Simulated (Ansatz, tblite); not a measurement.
# The cluster Au2Se+: rung by rung

How do method and basis change the picture of the cluster Au2Se+ (doublet)?

Program: Ansatz 0.2.0, Gaussian basis. Level of theory: as each input shows. These are calculated values, not measurements.

The runs, in order: GFN1-xTB, GFN2-xTB, PBE-D4/def2-TZVP, r2SCAN-D4/def2-TZVP, BHLYP-D4/def2-TZVP, PBE-QIDH/def2-TZVP, revPBE-D4/def2-TZVP, HSE06-D4/def2-TZVP, LC-ωPBE/def2-TZVP, LC-ωPBE(0.10)/def2-TZVP, LC-ωPBE(0.15)/def2-TZVP, LC-ωPBE(0.20)/def2-TZVP, LC-ωPBE(0.30)/def2-TZVP, PBE-D4/def2-SVP, PBE0-D4/def2-SVP, CCSD(T)/def2-TZVP, RPA/def2-TZVP.

### 1 The relaxed structure

The geometry is that of the doublet, from an earlier relaxation (r2SCAN-D4/def2-TZVP). At that level it is the lowest of the isomers that a small search found.

3 atoms, charge 1, spin multiplicity 2.

Bond lengths: Au1–Se3 2.319 Å, Au2–Se3 2.319 Å. Angles: Au1–Se3–Au2 95.8°.

As a file:

```xyz
3
charge 1, multiplicity 2
Au   -0.07915    1.04515   -1.46007
Au   -0.80727   -1.27565    0.97542
Se    0.88642    0.23050    0.48465
```

Au takes a core potential in the def2 sets. No spin-orbit coupling is included. The ion is computed in the gas phase, without counter-ions or solvent.

PBE0-D4/def2-TZVP was run before; its log isn't repeated, and its numbers join the tables.

### 2 GFN1-xTB

Tight binding, by tblite at 300 K electronic temperature and without a spin-polarisation term:

```python
tblite.interface.Calculator('GFN1-xTB', numbers, positions, charge=1, uhf=1).singlepoint()
```

Energy -292.1296 eV; 0.028 s.

### 3 GFN2-xTB

Tight binding, by tblite at 300 K electronic temperature and without a spin-polarisation term:

```python
tblite.interface.Calculator('GFN2-xTB', numbers, positions, charge=1, uhf=1).singlepoint()
```

Energy -285.1289 eV; 0.008 s.

### 4 PBE-D4/def2-TZVP

start.molden holds the orbitals of an earlier run on this state, given as this run's starting guess.

in.yaml

```yaml
crystal:
  periodic: [false, false, false]
  atoms:
    - {symbol: Au, position_ang: [-0.079151, 1.045149, -1.460070]}
    - {symbol: Au, position_ang: [-0.807272, -1.275646, 0.975419]}
    - {symbol: Se, position_ang: [0.886424, 0.230498, 0.484651]}
basis:
  gaussian: {orbitals: def2-TZVP, initial_orbitals: start.molden}
total_charge: 1
magnetization: {spin_polarized: true, initial_magnetization: 1}
hamiltonian: {xc: pbe, dispersion: d4}
scf: {omitted_lower_state_checks: [starts]}
output: {forces: true, orbitals: {seedname: orbitals}}
```

Launch:

```sh
$ ansatz run in.yaml --threads 4 --pin off --events-out ev --progress --plain --max-ram 3916MiB
```

The runs that follow: r2SCAN-D4/def2-TZVP; BHLYP-D4/def2-TZVP; PBE-QIDH/def2-TZVP; revPBE-D4/def2-TZVP; HSE06-D4/def2-TZVP; LC-ωPBE/def2-TZVP; LC-ωPBE(0.10)/def2-TZVP; LC-ωPBE(0.15)/def2-TZVP; LC-ωPBE(0.20)/def2-TZVP; LC-ωPBE(0.30)/def2-TZVP; PBE-D4/def2-SVP; PBE0-D4/def2-SVP; CCSD(T)/def2-TZVP; RPA/def2-TZVP.

**Question.** What will the summary of the whole plan be? Wanted: gap in def2-TZVP, named functionals, smallest and largest; gap over the ω; correlation energy, CCSD(T)/def2-TZVP; ⟨S²⟩ in def2-TZVP, named functionals, smallest and largest; PBE0 total energy, smallest basis above largest.

As calculated:

| quantity | value |
| --- | --- |
| gap in def2-TZVP, named functionals, smallest and largest | 1.01 eV (PBE-D4), 8.00 eV (LC-ωPBE) |
| gap over the ω (1/bohr) | 3.84 eV at 0.1, 8.00 eV at 0.4 |
| correlation energy, CCSD(T)/def2-TZVP | -28.15 eV |
| ⟨S²⟩ in def2-TZVP, named functionals, smallest and largest | 0.753, 0.757 |
| PBE0 total energy, smallest basis above largest | 8.50 eV (def2-SVP, def2-TZVP) |

Orbital gaps of the named functionals in def2-TZVP span 1.01 eV (PBE-D4) to 8.00 eV (LC-ωPBE); exact exchange widens it. Raising the ω (1/bohr) from 0.1 to 0.4 moves the HOMO by -1.84 eV and the LUMO by +2.32 eV. Over the named functionals in def2-TZVP spin contamination reaches 0.01 (BHLYP-D4), which is small.
